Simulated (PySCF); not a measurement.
Species: `C=C=CC(C)=O`. The columns A, B, C and D hold Mulliken, IAO, Hirshfeld and ESP-fitted charges (e) of one PBE0/pcSseg-1 density (PySCF), in a shuffled order. Coordinates in Å (GFN2-xTB); the density's dipole moment is (2.85, 2.24, 0.69) D.

```csv
atom,x,y,z,A,B,C,D
C1,2.199,0.368,0.309,-0.139,-0.608,-0.358,-0.099
C2,1.197,-0.410,0.071,-0.106,+0.297,+0.067,+0.034
C3,0.171,-1.178,-0.170,-0.203,-0.596,-0.254,-0.074
C4,-1.223,-0.699,-0.254,+0.170,+0.837,+0.388,+0.161
C5,-1.420,0.781,-0.040,-0.251,-0.649,-0.479,-0.129
O6,-2.137,-1.457,-0.483,-0.359,-0.533,-0.411,-0.240
H7,2.544,0.562,1.312,+0.162,+0.250,+0.183,+0.068
H8,2.746,0.848,-0.487,+0.162,+0.250,+0.183,+0.068
H9,0.304,-2.241,-0.326,+0.142,+0.231,+0.187,+0.062
H10,-0.852,1.338,-0.782,+0.140,+0.177,+0.164,+0.049
H11,-2.474,1.028,-0.123,+0.139,+0.166,+0.166,+0.051
H12,-1.054,1.061,0.946,+0.140,+0.177,+0.164,+0.049
```

Which column most likely holds the ESP-fitted charges?

B. Σ q r misses the density's dipole by 0.03 D (B), 0.26 D (C), 1.01 D (D), 1.91 D (A). Charges fitted to the outside potential are the only set here that is tied to the molecule's multipoles.

And the Hirshfeld charges?

D. The mean sizes are 0.090 e (D), 0.176 e (A), 0.250 e (C), 0.398 e (B), and Hirshfeld charges are commonly the smallest of these schemes.

As computed, A = Mulliken, B = ESP-fitted, C = IAO, D = Hirshfeld. Hydrogens on carbon: Mulliken +0.14 to +0.16, ESP-fitted +0.17 to +0.25, IAO +0.16 to +0.19, Hirshfeld +0.05 to +0.07 e.

The Mulliken scheme counts on each atom the diagonal of the density matrix times the overlap matrix over that atom's basis functions. The IAO scheme projects the occupied orbitals on a minimal set of polarised atomic orbitals and counts the electrons in each atom's part of it.

Isolated species at its GFN2-xTB geometry (one conformer only).

The values belong to the conformer `[CH2:1]=[C:2]=[CH:3][C:4]([CH3:5])=[O:6]`: C2–C3–C4–C5 0°.
